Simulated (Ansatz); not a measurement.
```yaml
crystal:
  periodic: [false, false, false]
  atoms:
    - {symbol: P, position_ang: [-0.909075, -0.004050, -0.576932]}
    - {symbol: P, position_ang: [0.909075, 0.004050, 0.576932]}
    - {symbol: H, position_ang: [-1.507425, 1.000873, 0.183631]}
    - {symbol: H, position_ang: [-1.503281, -1.005680, 0.191186]}
    - {symbol: H, position_ang: [1.503281, 1.005680, -0.191186]}
    - {symbol: H, position_ang: [1.507425, -1.000873, -0.183631]}
basis:
  gaussian: {orbitals: def2-TZVP}
hamiltonian: {xc: pbe0}
relax: {f_tol: 0.004, max_steps: 80}
```

```sh
$ ansatz run in.yaml --threads 1 --pin off --events-out ev --progress --plain --max-ram 2176MiB
```

Steps of the relaxation (energy above the last step; positions in Å, forces in eV/Å):

```
6
step 1, 69.0 meV
P    -0.909   -0.004   -0.577   -0.388   -0.005   -1.121
P     0.909    0.004    0.577    0.388    0.005    1.121
H    -1.507    1.001    0.184   -0.277    0.438    0.297
H    -1.503   -1.006    0.191   -0.275   -0.437    0.300
H     1.503    1.006   -0.191    0.275    0.437   -0.300
H     1.507   -1.001   -0.184    0.277   -0.438   -0.297
```

```
6
step 2, 11.2 meV
P    -0.942   -0.004   -0.576   -0.042   -0.002   -0.518
P     0.942    0.004    0.576    0.042    0.002    0.518
H    -1.557    1.015    0.183   -0.020    0.147    0.151
H    -1.553   -1.020    0.191   -0.019   -0.146    0.152
H     1.553    1.020   -0.191    0.019    0.146   -0.152
H     1.557   -1.015   -0.183    0.020   -0.147   -0.151
```

```
6
step 3, 1.7 meV
P    -0.942   -0.004   -0.599    0.057    0.001    0.118
P     0.942    0.004    0.599   -0.057   -0.001   -0.118
H    -1.533    1.025    0.187   -0.036   -0.034   -0.021
H    -1.529   -1.029    0.195   -0.036    0.033   -0.021
H     1.529    1.029   -0.195    0.036   -0.033    0.021
H     1.533   -1.025   -0.187    0.036    0.034    0.021
```

```
6
step 5, 0.0 meV
P    -0.943   -0.004   -0.593    0.005    0.000   -0.005
P     0.943    0.004    0.593   -0.005    0.000    0.005
H    -1.545    1.021    0.187   -0.002    0.000    0.003
H    -1.541   -1.026    0.195   -0.002    0.000    0.003
H     1.541    1.026   -0.195    0.002    0.000   -0.003
H     1.545   -1.021   -0.187    0.002    0.000   -0.003
```

```
6
step 6, 0.0 meV
P    -0.942   -0.004   -0.594    0.000    0.000    0.000
P     0.942    0.004    0.594    0.000    0.000    0.000
H    -1.545    1.020    0.187    0.000    0.000    0.000
H    -1.541   -1.025    0.195    0.000    0.000    0.000
H     1.541    1.025   -0.195    0.000    0.000    0.000
H     1.545   -1.020   -0.187    0.000    0.000    0.000
```

Close pairs at the end: P2–H5 1.422 Å, P1–H4 1.422 Å, P2–H6 1.422 Å, P1–H3 1.422 Å, P1–P2 2.228 Å.

A stationary point of restricted PBE0 after 6 steps (its stability towards spin polarisation wasn't tested); no frequencies were run, so it isn't proven a minimum. 14 s on 1 thread of Arm Neoverse V2, shared host.
